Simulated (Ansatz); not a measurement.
Calculated with Ansatz (gas phase, PBE0-D4/def2-TZVP geometries, no zero-point term in ΔE). CBS: MP2 limit from def2 TZ/QZ plus the TZ coupled-cluster correction, frozen cores. Double bonds are as drawn, so ΔE can hold a change between cis and trans. Functionals use def2-TZVPP. B3LYP here is the variant with VWN-RPA as its local correlation; programs differ in this. HSE06 is defined as in plane-wave codes. Each species was taken in one conformer, which may not be the lowest.

Consider the isomerisation: `C/N=C(\O)OC` → `CO/C=C(/N)O`.

`C/N=C(\O)OC`:

Z-matrix (Å, degrees):
```
C
N 1 1.440
H 1 1.101 2 112.8
H 1 1.090 2 109.4 3 118.6
H 1 1.101 2 112.8 3 -122.7
C 2 1.263 1 117.9 3 61.2
O 6 1.327 2 123.6 1 -180.0
O 6 1.343 2 128.3 1 0.0
C 7 1.419 6 115.5 2 0.1
H 8 0.963 6 108.3 2 0.1
H 9 1.088 7 105.5 6 179.8
H 9 1.091 7 110.7 6 60.1
H 9 1.091 7 110.7 6 -60.4
```

`CO/C=C(/N)O`:

Z-matrix (Å, degrees):
```
C
O 1 1.413
H 1 1.096 2 111.2
H 1 1.096 2 110.9 3 121.0
H 1 1.091 2 107.3 3 -120.1
C 2 1.381 1 113.2 3 -59.7
C 6 1.339 2 117.8 1 117.6
H 6 1.084 2 118.2 1 -64.2
N 7 1.380 6 126.7 2 -177.1
O 7 1.349 6 121.4 2 0.9
H 9 1.010 7 112.8 6 -140.3
H 9 1.008 7 113.6 6 -11.8
H 10 0.968 7 105.6 6 3.8
```

```json
{"level": "LDA (SPW92)", "ΔE (kJ/mol)": "48.1", "difference from CCSD(T)/CBS": "-5.2"}
{"level": "PBE-D4", "ΔE (kJ/mol)": "52.2", "difference from CCSD(T)/CBS": "-1.1"}
{"level": "revPBE-D4", "ΔE (kJ/mol)": "55.6", "difference from CCSD(T)/CBS": "2.3"}
{"level": "BLYP-D4", "ΔE (kJ/mol)": "51.6", "difference from CCSD(T)/CBS": "-1.7"}
{"level": "r2SCAN-D4", "ΔE (kJ/mol)": "57.6", "difference from CCSD(T)/CBS": "4.3"}
{"level": "B97M-V", "ΔE (kJ/mol)": "57.9", "difference from CCSD(T)/CBS": "4.6"}
{"level": "B3LYP-D4", "ΔE (kJ/mol)": "52.3", "difference from CCSD(T)/CBS": "-1.0"}
{"level": "r2SCANh-D4", "ΔE (kJ/mol)": "57.4", "difference from CCSD(T)/CBS": "4.1"}
{"level": "HSE06-D4", "ΔE (kJ/mol)": "53.5", "difference from CCSD(T)/CBS": "0.2"}
{"level": "BHLYP-D4", "ΔE (kJ/mol)": "54.7", "difference from CCSD(T)/CBS": "1.4"}
{"level": "CAM-B3LYP-D4", "ΔE (kJ/mol)": "53.5", "difference from CCSD(T)/CBS": "0.2"}
{"level": "ωB97X-V", "ΔE (kJ/mol)": "59.4", "difference from CCSD(T)/CBS": "6.1"}
{"level": "ωB97M-V", "ΔE (kJ/mol)": "55.1", "difference from CCSD(T)/CBS": "1.8"}
{"level": "B2PLYP", "ΔE (kJ/mol)": "56.0", "difference from CCSD(T)/CBS": "2.7"}
{"level": "PBE-QIDH", "ΔE (kJ/mol)": "58.2", "difference from CCSD(T)/CBS": "4.9"}
{"level": "revPBE", "ΔE (kJ/mol)": "53.1", "difference from CCSD(T)/CBS": "-0.2"}
{"level": "BLYP", "ΔE (kJ/mol)": "50.6", "difference from CCSD(T)/CBS": "-2.7"}
{"level": "r2SCAN", "ΔE (kJ/mol)": "57.6", "difference from CCSD(T)/CBS": "4.3"}
{"level": "PBE0", "ΔE (kJ/mol)": "53.5", "difference from CCSD(T)/CBS": "0.2"}
{"level": "B3LYP", "ΔE (kJ/mol)": "51.7", "difference from CCSD(T)/CBS": "-1.6"}
{"level": "r2SCANh", "ΔE (kJ/mol)": "57.4", "difference from CCSD(T)/CBS": "4.1"}
{"level": "r2SCAN0", "ΔE (kJ/mol)": "57.1", "difference from CCSD(T)/CBS": "3.8"}
{"level": "HSE06", "ΔE (kJ/mol)": "53.3", "difference from CCSD(T)/CBS": "0.0"}
{"level": "BHLYP", "ΔE (kJ/mol)": "54.5", "difference from CCSD(T)/CBS": "1.2"}
{"level": "CAM-B3LYP", "ΔE (kJ/mol)": "53.3", "difference from CCSD(T)/CBS": "0.0"}
{"level": "LC-ωPBE", "ΔE (kJ/mol)": "57.3", "difference from CCSD(T)/CBS": "4.0"}
{"level": "RPA@PBE/def2-TZVPP", "ΔE (kJ/mol)": "60.2", "difference from CCSD(T)/CBS": "6.9"}
{"level": "HF/def2-SVP", "ΔE (kJ/mol)": "65.0", "difference from CCSD(T)/CBS": "11.7"}
{"level": "MP2/def2-SVP", "ΔE (kJ/mol)": "66.6", "difference from CCSD(T)/CBS": "13.3"}
{"level": "CCSD/def2-SVP", "ΔE (kJ/mol)": "62.7", "difference from CCSD(T)/CBS": "9.4"}
{"level": "CCSD(T)/def2-SVP", "ΔE (kJ/mol)": "64.7", "difference from CCSD(T)/CBS": "11.4"}
{"level": "HF/def2-TZVPP", "ΔE (kJ/mol)": "63.7", "difference from CCSD(T)/CBS": "10.4"}
{"level": "MP2/def2-TZVPP", "ΔE (kJ/mol)": "59.5", "difference from CCSD(T)/CBS": "6.2"}
{"level": "SCS-MP2/def2-TZVPP", "ΔE (kJ/mol)": "60.3", "difference from CCSD(T)/CBS": "7.0"}
{"level": "CCSD(T)/def2-TZVPP", "ΔE (kJ/mol)": "58.1", "difference from CCSD(T)/CBS": "4.8"}
{"level": "HF/def2-QZVPP", "ΔE (kJ/mol)": "63.3", "difference from CCSD(T)/CBS": "10.0"}
{"level": "MP2/def2-QZVPP", "ΔE (kJ/mol)": "56.6", "difference from CCSD(T)/CBS": "3.3"}
{"level": "SCS-MP2/def2-QZVPP", "ΔE (kJ/mol)": "57.4", "difference from CCSD(T)/CBS": "4.1"}
{"level": "HF/CBS(def2)", "ΔE (kJ/mol)": "63.2", "difference from CCSD(T)/CBS": "9.9"}
{"level": "CCSD/CBS(def2)", "ΔE (kJ/mol)": "52.4", "difference from CCSD(T)/CBS": "-0.9"}
{"level": "CCSD(T)/CBS", "ΔE (kJ/mol)": "53.3", "difference from CCSD(T)/CBS": "0"}
```

Largest T1 diagnostic among the species: 0.012.

At CCSD(T), def2-SVP lies +11.4 kJ/mol from the extrapolated value and def2-TZVPP +4.8 kJ/mol. Leaving LDA and LC-ωPBE aside and taking each functional with its dispersion term where it has one, the values spread over 7.8 kJ/mol, from BLYP-D4 to ωB97X-V. LDA lies −3.8 kJ/mol from PBE without D4. In def2-TZVPP, CCSD(T) changes the Hartree–Fock value by −5.7 kJ/mol (the triples alone add +0.9 kJ/mol) and MP2 by −4.2 kJ/mol.

CCSD(T)/CBS has its own doubt, a few kJ/mol and more with outer-core shells, so smaller differences from it don't rank the levels.
